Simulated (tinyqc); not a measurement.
Orbital energy against energy difference: ionisation energy by orbital energies and by energy differences in the 6-31g basis, for BH3, spin multiplicity 1. Computed by the program tinyqc with PySCF. 

Geometry (angstrom):
```
atom        x        y       z
B      0.0000   0.0000  0.0320
H      1.1390   0.0000  0.0000
H     -0.5690   0.9860  0.0000
H     -0.5690  -0.9860  0.0000
```

CCSD(T) difference in the same basis = 13.0311 eV

IP-EOM-CCSD = 13.0367 eV

The cation is unrestricted; errors are against CCSD(T) in this basis, not against experiment.

First vertical ionisation energy (eV):
```
method     -e(HOMO)  E(cation) - E  error of -e(HOMO)  error of the difference
HF           13.720       12.72134              0.689                   -0.310
LDA           8.423       13.22123             -4.608                    0.190
PBE           8.445       13.12418             -4.586                    0.093
B3LYP         9.744       13.36679             -3.287                    0.336
PBE0          9.985       13.30342             -3.046                    0.272
CAM-B3LYP    11.473       13.40800             -1.558                    0.377
LC-wPBE      12.992       13.49013             -0.040                    0.459
```

Koopmans errs by +0.69 eV and Delta-HF by -0.31 eV: relaxation, 1.00 eV, lowers the value and the missing correlation difference works against it. The PBE level is off by -4.6 eV through the wrong tail of its potential, though its energy difference is off by +0.09 eV; exact exchange deepens the level, and among the orbital energies LC-wPBE comes closest; among the differences PBE does.
